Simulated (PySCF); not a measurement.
Gas-phase reaction: 3 SiF4 + 3 H2 ⇌ c-Si3H6 + 6 F2

Energies from PySCF, thermal terms from the rigid-rotor harmonic-oscillator model, ideal gas at 1 bar. † marks an energy on the PBE0/def2-TZVP geometry and frequencies; other levels use their own. MP2 and CCSD(T) freeze the core. 6-31G* has spherical d functions here. All species are closed-shell singlets. B3LYP is the form with VWN-RPA correlation. c-Si3H6: computed as isolated molecules; such fragments, hydroxides, amides, oligomers or adducts are transient or little studied in the gas. MP2 isn't extrapolated to the basis-set limit; its ΔH°(298 K) is 4952.4 kJ in def2-SVP and 5266.9 kJ in def2-TZVPP. CCSD(T) isn't extrapolated to the basis-set limit; its ΔH°(298 K) is 4705.3 kJ in def2-SVP and 5027.8 kJ in def2-TZVPP. The harmonic model lacks anharmonicity and excited electronic states, which grow with temperature; levels with a mode under 35 cm⁻¹ are left out.

| level | ΔE electronic, kJ | ΔH°(298 K), kJ | ΔS°(298 K), J/K | ΔG°(1800 K), kJ |
|---|---|---|---|---|
| B3LYP/def2-TZVP† | 4958 | 4947 | 277 | 4477 |
| BLYP/def2-TZVP† | 4758 | 4748 | 277 | 4278 |
| CCSD(T)/def2-SVP† | 4716 | 4705 | 277 | 4236 |
| HF/6-31G* | 5213 | 5207 | 272 | 4755 |
| HF/def2-TZVP† | 5418 | 5407 | 277 | 4938 |
| MP2/def2-TZVPP† | 5278 | 5267 | 277 | 4797 |
| PBE0/def2-TZVP | 4905 | 4895 | 277 | 4425 |
| r2SCAN/def2-TZVP† | 4992 | 4981 | 277 | 4511 |
| LDA/def2-TZVP† | 4889 | 4878 | 277 | 4408 |
| ωB97X-V/def2-TZVP† | 4962 | 4951 | 277 | 4482 |
ΔH° is lowest at CCSD(T)/def2-SVP† and highest at HF/def2-TZVP†. No reference value is set beside these.
